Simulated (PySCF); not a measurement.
# H₂CO + Cl₂ → CO + 2 HCl

Level: PBE0 in the def2-TZVP basis family, all electrons, no relativity, computed in PySCF with density fitting; open shells unrestricted.

```tsv
species	state and structure	E (Eh)	ZPE (kJ/mol)	H(298 K) − H(0) (kJ/mol)	S° (J/(mol K))
H₂CO	singlet, C2v, C–H 1.109 Å (×2), C–O 1.195 Å; H–C–H 116.0°, H–C–O 122.0° (×2)	-114.41871	70.1	10.0	218.5
Cl₂	singlet, D∞h, Cl–Cl 1.982 Å	-920.08940	3.5	9.1	222.5
CO	singlet, C∞v, C–O 1.123 Å	-113.23097	13.4	8.7	197.5
HCl	singlet, C∞v, H–Cl 1.279 Å	-460.66440	17.9	8.7	186.6
```

Question: What is the electronic reaction energy?

Answer: At PBE0/def2-TZVP, ΔE = -135.6 kJ/mol from the differences of the total energies times 2625.5, downhill. 

Question: Add zero-point, thermal and entropy terms for 298.15 K and 1 bar.

Answer: ΔZPE = -24.4 and Δ[H(298) − H(0)] = 7.0 kJ/mol give ΔH° = -153.0 kJ/mol. ΔS° = 129.7 J/(mol K), so ΔG° = -153.0 − 298.15 × (0.1297) = -192 kJ/mol.

Each species is the lowest minimum found with this bonding; other isomers or fragments can lie lower.
